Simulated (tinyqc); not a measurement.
RHF in the sto-3g basis, for H3O+, spin multiplicity 1, step by step. One step of it, computed by the program tinyqc.

Task: Iteration 1: diagonalisation and new density. Diagonalise F' = X^T F X, C = X C', fill 5 alpha and 5 beta electrons from the bottom; D = 2 C_occ C_occ^T. Each column has its largest component positive (the first on a tie).

Fock matrix F (hartree), order 1O 1s, 1O 2s, 1O 2px, 1O 2py, 1O 2pz, 2H 1s, 3H 1s, 4H 1s:
```
[[-24.191476, -6.083553, -0.016161, -0.189990, -0.100204, -1.396437, -1.441321, -1.283450],
 [-6.083553, -4.005083, 0.039591, -0.031636, 0.041098, -1.400440, -1.519026, -1.315345],
 [-0.016161, 0.039591, -2.033306, 0.119971, -0.279526, -0.599112, 0.402270, 0.340478],
 [-0.189990, -0.031636, 0.119971, -2.183854, -0.121407, 0.062004, -0.647945, 0.585719],
 [-0.100204, 0.041098, -0.279526, -0.121407, -1.830514, 0.130451, 0.289632, 0.298087],
 [-1.396437, -1.400440, -0.599112, 0.062004, 0.130451, -1.039208, -0.502270, -0.495164],
 [-1.441321, -1.519026, 0.402270, -0.647945, 0.289632, -0.502270, -1.216942, -0.568619],
 [-1.283450, -1.315345, 0.340478, 0.585719, 0.298087, -0.495164, -0.568619, -1.049535]]
```

X, order 1O 1s, 1O 2s, 1O 2px, 1O 2py, 1O 2pz, 2H 1s, 3H 1s, 4H 1s:
```
[[-0.340701, 0.000000, 0.000499, 0.742647, 0.624525, 0.000000, 0.000092, 0.128796],
 [1.312283, 0.000000, -0.001459, -0.134175, 0.206042, 0.000000, 0.000151, 0.406619],
 [-0.001361, 0.000000, -0.937494, 0.000035, -0.000049, 0.000000, 0.677763, -0.000120],
 [0.000000, 0.937460, 0.000000, 0.000000, 0.000000, 0.677874, 0.000000, 0.000000],
 [-0.326825, 0.000000, 0.000305, -0.677290, 0.697591, 0.000000, 0.000004, -0.104156],
 [-0.568589, 0.000000, 0.977161, -0.121545, -0.099688, 0.000000, 0.433886, 0.306185],
 [-0.570687, -0.845893, -0.487579, -0.121461, -0.099617, 0.375626, -0.216808, 0.306355],
 [-0.570687, 0.845893, -0.487579, -0.121461, -0.099617, -0.375626, -0.216808, 0.306355]]
```

Give: F' = X^T F X; orbital energies; coefficients C; D after iteration 1.

Result:

F' = X^T F X (hartree):
```
[[-1.6081, 0.1531, -0.0683, 1.9656, 1.7527, 0.0009, 0.0436, -0.2271],
 [0.1531, -0.7707, -0.0346, 0.0021, -0.0875, -0.7560, 0.0506, 0.1085],
 [-0.0683, -0.0346, -0.8613, -0.0874, 0.0495, -0.0083, 0.6662, -0.0145],
 [1.9656, 0.0021, -0.0874, -12.3046, -10.1080, -0.0607, 0.1299, -4.3408],
 [1.7527, -0.0875, 0.0495, -10.1080, -11.6143, -0.1907, -0.2096, -4.3202],
 [0.0009, -0.7560, -0.0083, -0.0607, -0.1907, -1.7911, 0.1107, -0.0753],
 [0.0436, 0.0506, 0.6662, 0.1299, -0.2096, 0.1107, -1.6726, 0.0880],
 [-0.2271, 0.1085, -0.0145, -4.3408, -4.3202, -0.0753, 0.0880, -3.7512]]
```

orbital energies (hartree): [-24.1999, -2.6778, -2.2631, -2.1966, -1.5955, -0.6295, -0.4732, -0.3382]

coefficients C, order 1O 1s, 1O 2s, 1O 2px, 1O 2py, 1O 2pz, 2H 1s, 3H 1s, 4H 1s:
```
[[0.9956, -0.2661, 0.0081, -0.0568, -0.0078, 0.0847, 0.0222, 0.0358],
 [0.0183, 1.1071, -0.0567, 0.1919, 0.0270, -0.7529, -0.2282, -0.2494],
 [0.0000, -0.1238, -0.6518, 0.5617, -0.5963, 0.1625, -0.4283, -0.1309],
 [0.0077, -0.1112, 0.7832, 0.6166, -0.2624, 0.0324, 0.1738, -0.4819],
 [0.0043, -0.1653, -0.1776, 0.5712, 0.7880, 0.2235, 0.0310, 0.0774],
 [0.0007, -0.0654, 0.0473, -0.0539, 0.0953, 0.2371, 1.1600, 0.4055],
 [0.0003, -0.0072, -0.0648, -0.0082, -0.0614, 0.6996, -0.5548, 0.8833],
 [-0.0026, -0.1549, 0.0360, 0.0663, -0.0321, 0.9034, 0.0014, -0.8595]]
```

D after iteration 1, order 1O 1s, 1O 2s, 1O 2px, 1O 2py, 1O 2pz, 2H 1s, 3H 1s, 4H 1s:
```
[[2.1305, -0.5758, 0.0009, 0.0213, 0.0164, 0.0416, 0.0052, 0.0708],
 [-0.5758, 2.5335, -0.0168, -0.1123, -0.0839, -0.1657, -0.0149, -0.3234],
 [0.0009, -0.0168, 2.2225, 0.0122, -0.0256, -0.2198, 0.1503, 0.1043],
 [0.0213, -0.1123, 0.0122, 2.1497, 0.0494, -0.0278, -0.0778, 0.1894],
 [0.0164, -0.0839, -0.0256, 0.0494, 2.0122, 0.0934, -0.0808, 0.0636],
 [0.0416, -0.1657, -0.2198, -0.0278, 0.0934, 0.0370, -0.0160, 0.0104],
 [0.0052, -0.0149, 0.1503, -0.0778, -0.0808, -0.0160, 0.0162, 0.0004],
 [0.0708, -0.3234, 0.1043, 0.1894, 0.0636, 0.0104, 0.0004, 0.0615]]
```
